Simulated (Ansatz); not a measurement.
**Four-centre ligand exchange**

Start structure (SiNH7O, singlet), relaxed at PBE0-D4/def2-TZVP:

| atom | x (Å) | y (Å) | z (Å) |
| --- | --- | --- | --- |
| Si1 | -0.9826 | -0.2596 | 0.1170 |
| O2 | -0.1831 | 0.2155 | 1.4818 |
| H3 | -0.8297 | -1.7301 | 0.1548 |
| H4 | -2.4039 | 0.1743 | 0.1699 |
| N5 | -0.3920 | 0.3608 | -1.3567 |
| H6 | 2.3135 | -0.5054 | 0.8255 |
| H7 | 2.9414 | -0.7013 | 0.4697 |
| H8 | -0.1693 | 1.1536 | 1.6773 |
| H9 | 0.5184 | 0.1424 | -1.7243 |
| H10 | -0.8126 | 1.1498 | -1.8151 |

The step: SiNH₅O ([NH2][SiH2][OH]) + H₂ → SiNH₅ ([NH2][SiH3]) + H₂O; bonds formed: Si1–H7, O2–H6; bonds broken: Si1–O2, H6–H7. Ansatz 0.2.0; basis: def2-TZVPP and def2-QZVPP; cores frozen in the correlated methods. Extrapolation: Hartree–Fock as exp(−7.88 √X), correlation as X^−2.97. Energies below are by CCSD(T) at an estimated basis limit (MP2 extrapolated from triple and quadruple zeta, plus CCSD(T) − MP2 in triple zeta).

Question: What are the electronic barrier and the energy of the step, from the start structure to the end structure? (Judge from chemistry; the value comes from the calculation.)

Answer: The calculation gives: Barrier 2.449 eV; step energy 0.739 eV (uphill); reverse barrier, their difference, 1.710 eV. Barrier and step energy count from the start structure, the reverse barrier from the end structure.

The saddle point: One imaginary mode of 1346i cm⁻¹.
| pair | start (Å) | saddle (Å) | end (Å) |
| --- | --- | --- | --- |
| Si1–H7 | 3.96 | 1.76 | 1.48 |
| O2–H6 | 2.68 | 1.20 | 0.96 |
| Si1–O2 | 1.65 | 1.90 | 3.77 |
| H6–H7 | 0.75 | 1.05 | 3.74 |

Zero-point energy (harmonic, PBE0-D4): ZPE is 1.877 eV at the start and 1.969 eV at the saddle, so the barrier goes from 2.449 to 2.541 eV.

No T1 diagnostic of these runs exceeds 0.012.

Labels in which every atom is bracketed show which atoms are joined, not bond orders.

For scale, one of the runs: CCSD(T)/def2-TZVPP, 202 basis functions, launched by `ansatz run in.yaml --threads 2 --pin off --events-out ev --progress --plain --max-ram 4352MiB`. Time: 100 s of wall clock on 2 CPU threads of an Arm Neoverse N1; the host was shared. Peak host memory: 2.5 GiB.
